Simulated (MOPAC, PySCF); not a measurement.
C3H4, SMILES `C1=CC1`, neutral singlet in the gas phase. 

Cartesian coordinates (Å):
```xyz
7

C      0.7179    -0.5028     0.0294
C      0.4469     0.7538    -0.0347
C     -0.7399    -0.1594     0.0034
H      1.4425    -1.2975     0.0733
H      0.7796     1.7762    -0.0835
H     -1.3292    -0.2395     0.9175
H     -1.3179    -0.3307    -0.9054
```
Charge 0, multiplicity 1.

All levels are single points at this geometry (PBE0-D3(BJ)/def2-TZVP); Pople sets use spherical d functions. Orbital energies aren't observables, and empty levels follow the basis.

| level | HOMO (eV) | LUMO (eV) | gap (eV) | dipole (D) | vertical IE, Delta-SCF (eV) |
|---|---|---|---|---|---|
| PBE0-D3(BJ)/def2-TZVP in PySCF | -7.23 | 0.13 | 7.36 | 0.49 | – |
| B3LYP/6-311+G** in PySCF | -7.05 | -0.28 | 6.77 | 0.46 | – |
| M06-2X/6-31G* in PySCF | -8.29 | 1.70 | 9.99 | 0.53 | – |
| PBE/6-31G* in PySCF | -5.79 | -0.41 | 5.38 | 0.52 | 9.56 |
| HF/6-31G* in PySCF | -9.61 | 4.97 | 14.57 | 0.55 | 8.46 |
| PM6 in MOPAC | -10.16 | 0.98 | 11.14 | 0.30 | – |
